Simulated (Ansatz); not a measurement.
Write a Python script for the Ansatz DFT code, driven from Python that makes an active-space calculation of H₃S (charge +1), SMILES [SH3+]. Settings (for the species named): Hartree-Fock, def2-SVP basis, multiplicity 1.

```yaml
atoms:
  - { symbol: S, position_ang: [0.0192, -0.0141, 0.4802] }
  - { symbol: H, position_ang: [-0.4829, 1.0958, -0.1090] }
  - { symbol: H, position_ang: [1.1769, -0.1270, -0.2112] }
  - { symbol: H, position_ang: [-0.7132, -0.9548, -0.1599] }
```

`cas_h3s.py`:
```python
from dataclasses import dataclass

import ansatz as az
from ase import Atoms


@dataclass(frozen=True)
class Settings:
    basis_set: str = 'def2-SVP'
    charge: int = 1


settings = Settings()

atoms = Atoms(['S', 'H', 'H', 'H'], positions=[
    (0.0192, -0.0141, 0.4802),
    (-0.4829, 1.0958, -0.109),
    (1.1769, -0.127, -0.2112),
    (-0.7132, -0.9548, -0.1599),
])
molecule = az.Crystal.molecule_from_ase(atoms)

base = (
    molecule.calculation()
    .basis(gaussian=settings.basis_set)
    .charge(settings.charge)
    .correlation(active_electrons=4, active_orbitals=4)
)
for method in [None, 'sc_nevpt2']:
    summary = (base if method is None else base.correlation(method)).run(threads=1, pin='off').report
    space = summary['configurations']
    state = space['states'][0]
    print(method or 'casscf', f'total {summary["free_energy_ev"] / 27.211386246:.6f} Ha, active-space state {state["energy"]["hartree"]:.6f} Ha, mean field {summary["reference_energy_ev"] / 27.211386246:.6f} Ha')
    print('  determinants', state['n_determinants'], ' natural occupations', [round(n, 3) for n in space['natural_occupations']])
print('effectively unpaired electrons, sum of min(n, 2 - n):', round(sum(min(n, 2 - n) for n in space['natural_occupations']), 3))
```

```console
$ python cas_h3s.py
casscf total -398.878874 Ha, active-space state -398.878874 Ha, mean field -398.847164 Ha
  determinants 36  natural occupations [1.981, 1.976, 0.022, 0.022]
sc_nevpt2 total -398.992348 Ha, active-space state -398.878845 Ha, mean field -398.847164 Ha
  determinants 36  natural occupations [1.981, 1.976, 0.022, 0.022]
effectively unpaired electrons, sum of min(n, 2 - n): 0.087
```

Notes:
- Total energies depend on the basis set; only differences at equal settings carry meaning.
- The geometry is a force-field or estimated start, not a minimum of this method, and the basis set is short of its limit. The active space starts as a window about the frontier orbitals and is then optimised, not chosen by chemistry.
- Finished in 1.2 s on 1 thread of Arm Neoverse V1, with other jobs on the host, peak memory 0.15 GiB.
